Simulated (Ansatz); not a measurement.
Longitudinal phonon frequency at L of fcc Ir at several levels of theory

No measured value is used here.

| level (code) | value (cm⁻¹) | cell (Å³/atom) |
|---|---|---|
| LDA (Ansatz) | 206 | 13.84 |
| PBE (Ansatz) | (withheld) | 14.50 |
| PBEsol (Ansatz) | 202 | 14.05 |
| r²SCAN (Ansatz) | 197 | 14.20 |

**Question.** Some entries are withheld; supply them.

**Answer.** 
- PBE (Ansatz, a first-principles code), value (cm⁻¹): 191

Density-functional levels without +SOC have no spin–orbit coupling. Each level is taken at its own relaxed cell. Cutoffs differ between the levels. Ansatz's density-functional and Hartree–Fock values are scalar-relativistic unless marked +SOC, with PAW data made under PBE.
